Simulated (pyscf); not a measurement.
PySCF, gas phase, ωB97X-D3(BJ)/def2-SVP geometries.

Problem. Estimate by transition-state theory (the high-pressure limit) the rate constant of HO–SiH₂–O–SiH₃ -> O=SiH–O–SiH₃ + hydrogen (H₂) (singlet surface; O–Si, H–Si, H–O broken, H–H, O–Si formed) at 900 K, with ωB97M-D3(BJ)/def2-TZVP energies (ideal gas, 1 atm, RRHO with modes under 100 cm⁻¹ raised to 100, one conformer, R ln 2 for chiral ones without a mode under 150 cm⁻¹; no tunnelling).

Solution. The electronic barrier is 80.1 kcal/mol and the thermal terms add +0.0, so ΔG‡ = 80.1 kcal/mol. With k_BT/h = 1.88e+13 s⁻¹ and RT = 1.788 kcal/mol, k = 6.8e-07 s⁻¹, a half-life of 1.0e+06 s through this channel alone. Wigner's tunnelling factor for 1513i cm⁻¹ would be 1.24. A shift of 1 kcal/mol in the barrier changes k by a factor 1.7. At the saddle there is also a short H–Si contact that neither side keeps. This saddle turned up in a search for another step; its sides and bond changes are read from the two ends of the descent. One saddle was located; it need not be the lowest between these sides.
